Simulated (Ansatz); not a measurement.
System: antifluorite Mg₂Ge. Method: LDA in Ansatz (PAW).

Settings: plane-wave cutoff 520 eV, 20×20×20 k mesh, scalar-relativistic PAW data made under PBE.

Computed at the level's own relaxed cell.

Question: Estimate the polycrystal shear modulus (Hill average), Young modulus, elastic constant C44, Voigt–Reuss–Hill bulk modulus, elastic constant C11 and elastic constant C12 that the calculation returns.

Answer: 
- polycrystal shear modulus (Hill average): 47.5 GPa
- Young modulus: 111 GPa
- elastic constant C44: 47.4 GPa
- Voigt–Reuss–Hill bulk modulus: 56.2 GPa
- elastic constant C11: 120 GPa
- elastic constant C12: 24.4 GPa

Elastic constants are with the ions relaxed.

The computed numbers hold no vibrational or temperature effects.

Ansatz is a program for electronic structure.
